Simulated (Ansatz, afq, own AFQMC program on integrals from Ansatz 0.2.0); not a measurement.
# Where AFQMC and coupled cluster stand for H₂Cl, doublet

```xyz
3

H     0.0000    0.0000   -1.1573
H     0.0000    0.0000   -0.0963
Cl    0.0000    0.0000    1.2537
```

Basis cc-pVTZ. Noble-gas cores (and the filled d shells of Ga–Kr and In–Xe) are frozen. Ansatz 0.2.0 and our own AFQMC program on the same integrals; the CISD trial comes from CCSD amplitudes, and released means the phaseless constraint is let go. ± is one standard error of the sampling.

Determinant: UHF, the one that the program's search chose, which needn't be the lowest solution. The geometry is a point of a scan.

No full CI on the walks' own integrals is used here; CCSDT(Q) serves as the reference and is uncertain by about the last step of the cluster series.

Cautions: the released energies are still falling, so no released level is given (meV from the phaseless value at times in 1/Eh: 1.3 ± 2.4 at 0.24, 2.4 ± 2.2 at 0.51, 2.0 ± 2.1 at 0.99, -1.4 ± 2.3 at 1.62, -5 ± 3 at 2.40), though the last usable value meets CCSDT(Q) within the noise.

The T1 diagnostic is 0.0123, the weight of the determinant in the CISD state is 0.910 and the ⟨S²⟩ of the determinant is 0.772. The size of the correlated space is 9 electrons in 57 orbitals.

Reference: CCSDT(Q), correlation energy -6.611 eV.

```csv
level,E − E(reference) (mEh),share of correlation (%)
HF,242.96,0.00
MP2,32.34,86.69
CCSD,9.43,96.12
CCSD(T),0.97,99.60
CCSDT,0.35,99.86
ph-AFQMC/CISD,-0.03 ± 0.10,100.01
```

A walk keeps the symmetry of its determinant, which the program's search chose and which needn't be the lowest solution, so a lower state of the same spin and another symmetry isn't excluded.
